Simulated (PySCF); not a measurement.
Compound: C4H5Cl2 (doublet state).
Z-matrix (Å and degrees, GFN2-xTB geometry), rows numbered from 1:
```
C 
C   1  1.3774
C   2  1.3752  1  123.58
C   2  1.5046  1  118.38  3  -179.98
Cl  4  1.7829  2  110.47  1   -60.15
Cl  4  1.7833  2  110.44  1    60.74
H   1  1.0738  2  120.65  3     0.07
H   1  1.0738  2  121.21  3   179.95
H   3  1.0739  2  121.86  1  -179.98
H   3  1.0743  2  120.46  1    -0.02
H   4  1.0910  2  112.59  1  -179.73
```

The hyperfine couplings belong to this conformer and change with its torsions.

Identity: `[CH2]C(=C)C(Cl)Cl` [radical].

Theory: UKS B3LYP, pcH-1 on C Cl H, non-relativistic, mean-field spin-orbit, GIAO (PySCF). Geometry: GFN2-xTB, one conformer, isolated molecule. The geometry wasn't refined by DFT: couplings that depend on bond lengths, twists or pyramidal angles can differ widely from those at the functional's own minimum. Stability of the SCF solution: not tested. ⟨S²⟩ is 0.780 where a pure state has 0.75.

Largest spin populations (Mulliken): C1 (+0.74), C3 (+0.65) and C2 (-0.27). The positive populations add up to 1.40 and the negative ones to -0.40, together 2S = 1. The angles at C1 add up to 360.0°, so it is planar; its axial dipolar tensor and the negative couplings of its protons fit spin in a p orbital normal to that plane.

**Question.** McConnell's relation a(H) = Q·ρ ties the coupling of a proton on a planar π carbon to the spin population of that carbon. What Q do the computed values give?

**Answer.** 
| H | C | ρ(C) | a(H) (G) | a/ρ (G) |
| --- | --- | --- | --- | --- |
| H7 | C1 | +0.738 | -15.69 | -21.3 |
| H8 | C1 | +0.738 | -16.36 | -22.2 |
| H9 | C3 | +0.649 | -14.28 | -22.0 |
| H10 | C3 | +0.649 | -13.58 | -20.9 |

A least-squares line through the origin gives Q = -21.6 G with Mulliken populations. In McConnell's picture π spin on carbon polarises the C–H bond and leaves opposite spin at the proton, which makes Q negative, as found here.

Couplings in gauss use g_iso = 2.0031.
